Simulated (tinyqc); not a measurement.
Inside a calculation. Method: UKS/PBE in the sto-3g basis, for BH2, spin multiplicity 2. One step of it, computed by the program tinyqc.

Question. Iteration 20 (converged): orbitals. Diagonalise F' = X^T F X, C = X C', fill 4 alpha and 3 beta electrons from the bottom; D(s) = C_occ C_occ^T. Each column has its largest component positive (the first on a tie).

converged F(alpha) (hartree), lower triangle:
```
            1B 1s      1B 2s     1B 2px     1B 2py     1B 2pz      2H 1s      3H 1s
1B 1s   -6.285579
1B 2s   -1.897585  -0.838243
1B 2px   0.000000   0.000000  -0.010424
1B 2py   0.000211   0.003777   0.000000  -0.072990
1B 2pz  -0.000775  -0.012874   0.000000   0.002113  -0.046701
2H 1s   -0.316121  -0.300960   0.000000  -0.178517  -0.091333  -0.182814
3H 1s   -0.346480  -0.320369   0.000000   0.186067  -0.094952  -0.060327  -0.196221
```

converged F(beta) (hartree), lower triangle:
```
            1B 1s      1B 2s    1B 2px     1B 2py     1B 2pz      2H 1s      3H 1s
1B 1s   -6.271178
1B 2s   -1.890141  -0.780204
1B 2px   0.000000   0.000000  0.030271
1B 2py   0.000207   0.003943  0.000000  -0.043774
1B 2pz  -0.006192  -0.068807  0.000000   0.001911   0.055469
2H 1s   -0.315208  -0.292959  0.000000  -0.175130  -0.094111  -0.176673
3H 1s   -0.345481  -0.311792  0.000000   0.182557  -0.097994  -0.059177  -0.190074
```

X, lower triangle:
```
            1B 1s      1B 2s    1B 2px     1B 2py     1B 2pz      2H 1s     3H 1s
1B 1s    1.031417
1B 2s   -0.160688   1.194087
1B 2px   0.000000   0.000000  1.000000
1B 2py   0.000707  -0.009066  0.000000   1.151645
1B 2pz  -0.009190   0.078140  0.000000  -0.003858   1.036934
2H 1s    0.024955  -0.248553  0.000000  -0.245067  -0.118758   1.164116
3H 1s    0.025786  -0.268383  0.000000   0.260445  -0.126728  -0.015495  1.183938
```

Give: F' = X^T F X; orbital energies; coefficients C; F' = X^T F X; orbital energies; coefficients C; D(alpha) after iteration 20; D(beta) after iteration 20.

Answer.

F' = X^T F X (alpha) (hartree), lower triangle:
```
         1        2        3        4        5        6       7
1  -6.1093
2  -1.0457  -0.3291
3   0.0000   0.0000  -0.0104
4   0.0004  -0.0043   0.0000   0.0990
5  -0.0168   0.0624   0.0000  -0.0019  -0.0049
6  -0.0221  -0.1869   0.0000  -0.2072  -0.0988  -0.0012
7  -0.0304  -0.2016   0.0000   0.2188  -0.1048  -0.0249  0.0061
```

orbital energies (alpha) (hartree): MO1 -6.2938, MO2 -0.3599, MO3 -0.2399, MO4 -0.0848, MO5 -0.0104, MO6 0.2709, MO7 0.3683

coefficients C (alpha):
```
            MO1      MO2      MO3      MO4     MO5      MO6      MO7
1B 1s    0.9884  -0.2414  -0.0093   0.1322  0.0000  -0.1938   0.0279
1B 2s    0.0438   0.6838   0.0336  -0.5233  0.0000   0.9090  -0.1446
1B 2px   0.0000   0.0000   0.0000   0.0000  1.0000   0.0000   0.0000
1B 2py  -0.0003  -0.0177   0.4972  -0.0001  0.0000   0.1346   1.0903
1B 2pz   0.0034   0.0759  -0.0014   0.8136  0.0000   0.6599  -0.0915
2H 1s   -0.0087   0.2977   0.4739   0.2497  0.0000  -0.8496  -0.6281
3H 1s   -0.0091   0.3331  -0.4475   0.2408  0.0000  -0.6745   0.8569
```

F' = X^T F X (beta) (hartree), lower triangle:
```
         1        2       3        4        5        6       7
1  -6.0950
2  -1.0486  -0.2673
3   0.0000   0.0000  0.0303
4   0.0004  -0.0044  0.0000   0.1344
5  -0.0145   0.0066  0.0000  -0.0022   0.0978
6  -0.0220  -0.1865  0.0000  -0.2119  -0.1008   0.0048
7  -0.0303  -0.2009  0.0000   0.2237  -0.1071  -0.0256  0.0120
```

orbital energies (beta) (hartree): MO1 -6.2791, MO2 -0.3361, MO3 -0.2277, MO4 0.0303, MO5 0.0424, MO6 0.2891, MO7 0.3979

coefficients C (beta):
```
            MO1      MO2      MO3     MO4      MO5      MO6      MO7
1B 1s    0.9886  -0.2232  -0.0091  0.0000   0.1696  -0.1853   0.0247
1B 2s    0.0429   0.6140   0.0317  0.0000  -0.6562   0.8744  -0.1294
1B 2px   0.0000   0.0000   0.0000  1.0000   0.0000   0.0000   0.0000
1B 2py  -0.0003  -0.0196   0.4733  0.0000  -0.0060   0.1202   1.1025
1B 2pz   0.0045   0.1602   0.0069  0.0000   0.7541   0.7140  -0.0857
2H 1s   -0.0087   0.3260   0.4941  0.0000   0.2629  -0.8208  -0.6313
3H 1s   -0.0091   0.3674  -0.4591  0.0000   0.2553  -0.6699   0.8359
```

D(alpha) after iteration 20, lower triangle:
```
          1B 1s    1B 2s  1B 2px   1B 2py  1B 2pz    2H 1s   3H 1s
1B 1s    1.0527
1B 2s   -0.1913   0.7444
1B 2px   0.0000   0.0000  0.0000
1B 2py  -0.0007   0.0046  0.0000   0.2475
1B 2pz   0.0927  -0.3738  0.0000  -0.0021  0.6677
2H 1s   -0.0519   0.0884  0.0000   0.2303  0.2251   0.3757
3H 1s   -0.0534   0.0863  0.0000  -0.2284  0.2218  -0.0527  0.3693
```

D(beta) after iteration 20, lower triangle:
```
          1B 1s   1B 2s  1B 2px   1B 2py  1B 2pz    2H 1s   3H 1s
1B 1s    1.0273
1B 2s   -0.0950  0.3798
1B 2px   0.0000  0.0000  0.0000
1B 2py  -0.0003  0.0030  0.0000   0.2244
1B 2pz  -0.0313  0.0988  0.0000   0.0001  0.0257
2H 1s   -0.0858  0.2154  0.0000   0.2275  0.0556   0.3505
3H 1s   -0.0868  0.2106  0.0000  -0.2245  0.0556  -0.1070  0.3459
```
